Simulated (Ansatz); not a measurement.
WS2 (P6_3/mmc)

All numbers below come from DFT PBEsol, scalar-relativistic, plane waves, PAW (Ansatz 0.2.0).

Cutoff 420 eV; k points 12×12×4 on the computed 6-atom cell (Γ-centred); Gaussian smearing, width 0.02 eV; no spin polarisation.

The structure is relaxed at this level of theory with its symmetry kept.

```cif
data_structure
_symmetry_space_group_name_H-M 'P6_3/mmc'
_symmetry_Int_Tables_number 194
_cell_length_a 3.1462
_cell_length_b 3.1462
_cell_length_c 12.6939
_cell_angle_alpha 90.000
_cell_angle_beta 90.000
_cell_angle_gamma 120.000
_cell_volume 108.81
loop_
_atom_site_label
_atom_site_type_symbol
_atom_site_symmetry_multiplicity
_atom_site_Wyckoff_symbol
_atom_site_fract_x
_atom_site_fract_y
_atom_site_fract_z
_atom_site_occupancy
W1 W 2 c 0.33333 0.66667 0.25000 1
S1 S 4 f 0.33333 0.66667 0.62650 1
```

| Property | Result |
| --- | --- |
| Space group | P6_3/mmc (No. 194) |
| Volume per atom | 18.14 Å³ |
| Formation energy from the elements' standard states (uncorrected) | -0.910 eV/atom |
| Kohn–Sham band gap | 1.09 eV, indirect from Γ to (0.174, 0.174, 0.000) |
| Löwdin character of the top 1 eV of the valence band | W 5d 65 %, S 3p 30 % |
| Löwdin character of the lowest 1 eV of the conduction band | W 5d 59 %, S 3p 32 %, unprojected 5 % |
| Electron masses at the edge by Cartesian direction of the standard setting (m_e; degenerate bands sorted by energy; no spin-orbit coupling) | x: 0.55; y: 0.53; z: 0.49 |
| Hole masses at the edge by Cartesian direction of the standard setting (m_e; degenerate bands sorted by energy; no spin-orbit coupling) | x: 0.77; y: 0.77; z: 0.73 |
| Bader charges (e) | W (2 in the cell) 1.32, S (4 in the cell) -0.66 |

Spin-orbit coupling is left out, which matters for the bands of heavy elements. Each cell of WS2 holds layers, and where no dispersion correction was added their binding is poorly described.